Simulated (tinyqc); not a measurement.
Worked calculation: geometry optimisation on the UHF/sto-6g surface (energies and gradients from PySCF), for NH3+, spin multiplicity 2. One step of it, computed by the program tinyqc.

Task: Step 1: move. Quasi-Newton step p = -H^(-1) g (first H = 0.6 times the unit matrix); steps longer than 0.5 bohr are cut back (factor 0.992 here).

positions at the start (bohr), order 1N, 2H, 3H, 4H:
```
[[0.013228, -0.077479, 0.599043],
 [1.628944, 0.030236, -0.030236],
 [-0.806913, 1.415405, 0.011338],
 [-0.922186, -1.462648, -0.071810]]
```

gradient (hartree/bohr), order 1N, 2H, 3H, 4H:
```
[[0.06087126, -0.00123705, -0.07421145],
 [-0.20015917, 0.00301557, 0.04183672],
 [0.07185049, -0.12356542, 0.01020112],
 [0.06743742, 0.12178690, 0.02217361]]
```

Give: positions after step 1.

Result:

positions after step 1 (bohr), order 1N, 2H, 3H, 4H:
```
[[-0.0874, -0.0754, 0.7217],
 [1.9599, 0.0252, -0.0994],
 [-0.9257, 1.6197, -0.0055],
 [-1.0337, -1.6640, -0.1085]]
```
